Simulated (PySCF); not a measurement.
## Working out the ionisation energy of Ne

Ne [Ne] (1S) → Ne⁺ [He] 2s2 2p5 (2P). Calculation: PySCF 2.14, in Sapporo-DZP-2012 (4s3p1d, 18 functions); scalar relativity by spin-free X2C-1e. Frozen: 1s2. Energies in hartree (1 hartree = 27.21139 eV):

| part | Ne (lower) | Ne⁺ (upper) |
| --- | --- | --- |
| UHF | -128.608778 | -127.887252 |
| CCSD correlation | -0.205551 | -0.156990 |
| (T) | -0.001134 | -0.001138 |

Task: What does Hartree-Fock give?

Result: (-127.887252) − (-128.608778) = 0.721526 hartree = 19.634 eV.

Task: What do CCSD and CCSD(T) give?

Result: The CCSD correlation energies differ by 0.048561 hartree = 1.321 eV and the triples by -0.000004 hartree = 0.000 eV, so CCSD gives 20.955 eV and CCSD(T) 20.955 eV.

Measured between the centres of the two terms (NIST): 21.597 eV, so CCSD(T) (valence) is off by -0.642 eV.

A double-zeta basis recovers only part of the correlation energy.

What remains against the reference includes basis incompleteness, the frozen core and higher excitations.
